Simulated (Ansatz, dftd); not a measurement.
System: SO, charge 0, triplet. SO (SMILES O=S, triplet).
B3LYP-D3(BJ)/def2-TZVP minimum from Ansatz (a program for electronic structure):
```xyz
2

O      0.0000     0.0000    -0.9933
S      0.0000     0.0000     0.4966
```
Charge 0, spin multiplicity 3.

Wanted: atomisation energy (electronic, to ground-state atoms), in kcal/mol. UHF or UKS for unpaired electrons; spin-orbit terms are left out. Cores are frozen in correlated methods. Rows without X2C or -DK are non-relativistic. CBS(X,Y): correlation extrapolated as X^-3, Hartree-Fock from the larger set (Q,5: extrapolated as (X+1)exp(-9√X)). A bracket is a step between two methods taken in the basis named. The functionals are non-relativistic, so their misses hold any scalar relativity. '+ core + X2C': CCSD(T) terms for core correlation (cc-pwCVTZ, 1s frozen past Ne) and scalar relativity (cc-pVTZ-DK). The UHF reference of OS (O=S, triplet) is spin-contaminated (<S^2> up to 0.06 over the pure value in the sets run).

Compared with CCSD(T)/CBS(cc-pV(Q+d)Z,cc-pV(5+d)Z) + [CCSDT(Q) - CCSD(T)]/cc-pV(Q+d)Z + [CCSDTQ - CCSDT(Q)]/cc-pV(D+d)Z + core + X2C (Ansatz): 126.2 kcal/mol.

Costs are rough ratios of core time, to one figure, on one kind of shared machine, summed over the single points of the molecules; atoms, geometries and frequencies are left out. The first row took roughly 2 core seconds; short runs hold start-up time.

```
level                                                                                        program  cost relative to the first row  difference (kcal/mol)
------------------------------------------------------------------------------------  --------------  ------------------------------  ---------------------
PBE-D4/def2-TZVPD                                                                     Ansatz + dftd4                               1                   14.9
r2SCANh-D4/def2-TZVPD                                                                 Ansatz + dftd4                               2                    1.5
CCSD(T)/cc-pV(T+d)Z                                                                           Ansatz                               4                   -9.2
CCSD(T)/CBS(cc-pV(T+d)Z,cc-pV(Q+d)Z)                                                          Ansatz                              20                   -1.8
CCSD(T)/cc-pV(5+d)Z                                                                           Ansatz                              50                   -2.5
CCSD(T)/CBS(cc-pV(T+d)Z,cc-pV(Q+d)Z) + core + X2C                                             Ansatz                              60                   -1.6
CCSD(T)/CBS(cc-pV(Q+d)Z,cc-pV(5+d)Z) + [CCSDT(Q) - CCSD(T)]/cc-pV(D+d)Z + core + X2C          Ansatz                             100                    0.4
```

The dearest row costs roughly 100 times the first. Costs within a factor of two don't rank. The table holds for this case alone.
